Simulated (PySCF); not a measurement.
Compound: nitrosomethane, CH3NO.
Atom-mapped SMILES: `[CH3:1][N:2]=[O:3]` (hydrogens: H4, H5, H6 on C1)

Method: PBE0/def2-TZVP geometry optimisation, gas phase (PySCF 2.14.0); density fitting, grid level 1; the optimiser is geomeTRIC in internal coordinates, started from a GFN2-xTB structure.

Step 0: E = -4617.0058 eV
```
atom  x, y, z in Å  |  force x, y, z in eV/Å
C1     -0.4157   -0.0165   -0.0733   -0.258   0.623  -0.183
N2      0.9041   -0.4799    0.2640    1.562   0.098   0.252
O3      1.7970    0.3366    0.2434   -1.297  -0.571  -0.101
H4     -1.0548   -0.2506    0.7792   -0.058  -0.060   0.081
H5     -0.7617   -0.6320   -0.9047   -0.026  -0.096  -0.062
H6     -0.4641    1.0472   -0.3225    0.077   0.007   0.013
```

Step 1: E = -4617.0238 eV
```
atom  x, y, z in Å  |  force x, y, z in eV/Å
C1     -0.4100   -0.0327   -0.1140   -0.172  -0.098   0.184
N2      0.9490   -0.5129    0.1686   -0.149   0.189  -0.025
O3      1.7107    0.3834    0.3646    0.316  -0.044   0.020
H4     -0.9759   -0.2185    0.8071   -0.016  -0.011  -0.043
H5     -0.8576   -0.6473   -0.8932    0.034  -0.038  -0.098
H6     -0.4113    1.0327   -0.3470   -0.013   0.001  -0.037
```

Q: Estimate the geometry and energy of step 2. (The exact step hangs on the optimiser's Hessian estimate; all steps are aligned on step 1, rigid shifts and turns removed.)

A: E = -4617.0288 eV, largest force 0.295 eV/Å
```
atom  x, y, z in Å  |  force x, y, z in eV/Å
C1     -0.4189   -0.0284   -0.1066    0.118   0.167   0.106
N2      0.9464   -0.4984    0.1765    0.100  -0.174   0.080
O3      1.7484    0.3682    0.3550   -0.271  -0.005  -0.116
H4     -0.9958   -0.2225    0.8049    0.028  -0.021  -0.025
H5     -0.8438   -0.6497   -0.8964    0.069  -0.002  -0.027
H6     -0.4313    1.0355   -0.3472   -0.044   0.036  -0.019
```

The energy changes by -0.0050 eV. The first-order estimate −F·Δx gives -0.0194 eV and the mean of the old and new forces, exact on a quadratic surface, -0.0051 eV. The step makes an angle of 47° with the force vector and moves no atom by more than 0.042 Å.

The cost below is that of the whole optimisation. On one thread, Intel Xeon at 2.70 GHz (x86_64), shared host with 64 logical CPUs at a one-minute load of 25, this took 29 s of wall time and 0.40 GiB of memory at its peak.
